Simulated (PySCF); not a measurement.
These are B3LYP-D3(BJ)/def2-TZVP // B3LYP-D3(BJ)/def2-SVP (PySCF) values and carry that method's errors. All species are isolated molecules in the gas phase. B3LYP has the VWN-RPA correlation part, as in Gaussian. 

Reference species (SMILES): `N` (neutral, multiplicity 1).

| Property | Value |
|---|---|
| dipole moment | 1.78 D |

Changed species: `OC` (free base CH3OH; the reference has free base NH3).

**Question.** What does the change do to the dipole moment?

**Answer.** the dipole moment decreases by 0.11 D, to 1.67 D.
